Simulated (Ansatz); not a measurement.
The first iterations of a band of C2H4NO (8 atoms, charge -1, multiplicity 1).

All numbers below come from RKS B3LYP-D4/6-31G in Ansatz 0.2.0.

```yaml
movable_images: 7
climbing_image: yes
spring: 5.0 eV/Å²
optimiser: quadratic models (default)
start_path: IDPP
force_threshold: 0.2 eV/Å
iteration_limit: 60
end_points: relaxed
```

Initial state:

```xyz
8
Properties=species:S:1:pos:R:3
C 0.255 0.952 -0.439
O 0.438 -0.440 -0.653
C -0.317 -1.335 0.554
N -0.947 -0.894 1.501
H -0.267 1.443 -1.288
H 1.217 1.487 -0.298
H -0.357 1.100 0.473
H -0.022 -2.313 0.149
```

Final state:

```xyz
8
Properties=species:S:1:pos:R:3
C 0.530 0.885 0.316
O 0.729 -0.510 0.144
C -0.673 -1.250 -0.422
N -1.736 -0.704 -0.666
H -0.511 1.140 0.031
H 1.216 1.490 -0.314
H 0.687 1.208 1.366
H -0.243 -2.259 -0.455
```

| iteration | highest image above the first end (eV) | largest band force component (eV/Å) |
| --- | --- | --- |
| 1 | 0.134 | 1.013 |
| 2 | 0.079 | 0.309 |

**Question.** Does the band converge within its limit, and where does its top end?

**Answer.** The run converged. It ended after 6 iterations with the highest image 0.077 eV above the first end. The threshold of 0.2 eV/Å is loose, so the images may lie well off the minimum-energy path. Another band between the same ends (7 images) ends at a top of the same energy, where a vibrational analysis finds 1 clearly imaginary mode. Limits of this set-up: no polarisation functions, an anion without diffuse functions, the dipole of an ion depends on the origin.

Run time: 2.1 min on 1 thread of Arm Neoverse N1, on a shared host, peak memory 0.1 GiB.
